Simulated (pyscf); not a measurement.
Optimised with ωB97X-D3(BJ)/def2-SVP in PySCF.

Task: Estimate the classical barrier height and the reaction energy of F–N•–F + GeH₄ -> F–N(F)–GeH₃ + H• at ωB97M-D3(BJ)/def2-TZVP. The step runs on the doublet surface, breaks Ge–H and forms Ge–N; take the separated reactants as zero.

Result: ΔE‡ = 49.1 kcal/mol, ΔE = +37.7 kcal/mol. Zero-point energy shifts the barrier by -1.6 kcal/mol. It is a substitution at Ge, with an imaginary mode of 808i cm⁻¹. F–N(F)–GeH₃ lies 158.8 kcal/mol over its isomer H₂N–GeH(F)–F, and others may lie lower still (electronic energy, ωB97M-D3(BJ)). This is the saddle that the search found; another between the same sides may lie lower. The angle at the attacked Ge is 74° (front-side attack). Elements up to Kr have no core potential and no relativistic terms here.
